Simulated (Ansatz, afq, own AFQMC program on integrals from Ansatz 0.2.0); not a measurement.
# Re, sextet → Re⁺, septet

A free Re atom.

E(septet, charge +1) − E(sextet, charge +0) at this geometry, on UHF and UHF determinants.

Basis def2-TZVPP with its core potentials. Only valence electrons are correlated. Ansatz 0.2.0 and our own AFQMC program on the same integrals; the CISD trial comes from CCSD amplitudes, and released means the phaseless constraint is let go. ± is one standard error of the sampling. No spin–orbit coupling. The metal's outer-core s and p shells are frozen, which shifts wave-function levels against functionals. The errors of all members are added in quadrature.

No full CI on the walks' own integrals is used here; CCSDT(Q) serves as the reference and is uncertain by about the last step of the cluster series. Each member takes its own surest rung, up to full CI.

Errors are counted within def2-TZVPP, not against nature.

Cautions: no spin-orbit coupling; outer-core shells of the metal frozen; Re (sextet): the released energies are still falling, so no released level is given (meV from the phaseless value at times in 1/Eh: -9.0 ± 1.9 at 0.60, -12.6 ± 1.5 at 1.20, -12.4 ± 2.2 at 2.00, -16.3 ± 1.6 at 3.00, -20.8 ± 2.4 at 4.20), though the last usable value meets CCSDT(Q) within the noise, its ph-AFQMC/CISD value lies 16.5 ± 2.0 meV above CCSDT(Q).

```tsv
level	vertical ionization energy (eV)
MP2	7.227
HF	5.902
```

From these cheaper values, estimate the vertical ionization energy at the reference level in def2-TZVPP.

7.424 eV (CCSDT(Q) in def2-TZVPP).

```
        level  vertical ionization energy (eV)  error against CCSDT(Q) (eV)
         CCSD                            7.301                       -0.123
      CCSD(T)                            7.408                       -0.016
        CCSDT                            7.417                       -0.007
ph-AFQMC/CISD                    7.410 ± 0.002               -0.014 ± 0.002
```

Correlation beyond CCSD(T) adds 0.016 eV. The perturbative (T) step is worth +0.107 eV.

A walk keeps the symmetry of its determinant, which the program's search chose and which needn't be the lowest solution, so a lower state of the same spin and another symmetry isn't excluded.
